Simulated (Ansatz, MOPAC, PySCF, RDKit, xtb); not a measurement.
Complex: C2H2 (SMILES C#C) (first 4 atoms) with H2O (SMILES O); geometry from S66by8 set.
(charge 0, multiplicity 1):
```
atom    x (Å)    y (Å)    z (Å)
----  -------  -------  -------
C     -1.1076   0.0464   0.0364
H     -0.0417   0.0161   0.0118
C     -2.3195   0.0802   0.0637
H     -3.3800   0.1105   0.0883
O      2.4109  -0.0781  -0.0618
H      2.9813  -0.6678   0.4353
H      2.9829   0.2729  -0.7471
```

| level | interaction energy (kJ/mol) | minus published value | cost |
|---|---|---|---|
| MMFF94 | -3.3 | 7.6 | - |
| GFN-FF | -5.6 | 5.3 | - |
| PM6 | -5.9 | 5.0 | - |
| HF/STO-3G (no counterpoise) | -8.0 | 2.9 | - |
| HF/6-31G* (no counterpoise) | -12.8 | -1.9 | - |
| HF/aug-cc-pVTZ | -9.4 | 1.5 | - |
| PBE/def2-TZVPPD | -10.0 | 0.9 | ×1 |
| B3LYP/3-21G (no counterpoise) | -33.0 | -22.2 | - |
| B3LYP/6-31G* (no counterpoise) | -14.7 | -3.9 | - |
| M06-2X/6-31G* (no counterpoise) | -15.2 | -4.3 | - |
| wB97X-V/def2-TZVPPD | -11.0 | -0.1 | ×3 |
| MP2/aug-cc-pVTZ | -10.6 | 0.3 | ×3 |
| CCSD(T)/aug-cc-pVDZ | -10.1 | 0.8 | ×4 |
| MP2/CBS(aug-cc-pVDZ, aug-cc-pVTZ) + ΔCCSD(T)/aug-cc-pVDZ | -10.8 | 0.1 | ×7 |

Published value: -10.9 kJ/mol (computed benchmark interaction energy, Řezáč et al., J. Chem. Theory Comput. 7, 2427 (2011), S66x8). The comparison column counts from a level with limits of its own.

The rows run from -33.0 (B3LYP/3-21G (no counterpoise)) to -3.3 kJ/mol (MMFF94).

Interaction energies are E(AB) − E(A) − E(B) at the monomers' geometry in the complex; basis-set methods are counterpoise corrected. Rows marked so take none.

Cores are frozen in the correlated methods. CBS: X⁻³ extrapolation of the correlation energy, Hartree–Fock from the larger set. Rows in 3-21G, 6-31G*, STO-3G carry no dispersion term and start afresh at each structure (6-31G* with six Cartesian d functions). The state that PM6 reach isn't checked.

Programs: Ansatz (a quantum-chemistry and plane-wave program); MOPAC for PM6 (differences of heats of formation); PySCF for 3-21G rows, 6-31G* rows, STO-3G rows; RDKit for the force fields; xtb for the GFN methods. Each number belongs to the level named beside it.

Costs are rough ratios of core time to PBE/def2-TZVPPD (about 5 s over the structures, on one shared machine); a dash marks a level with no comparable run of its own.
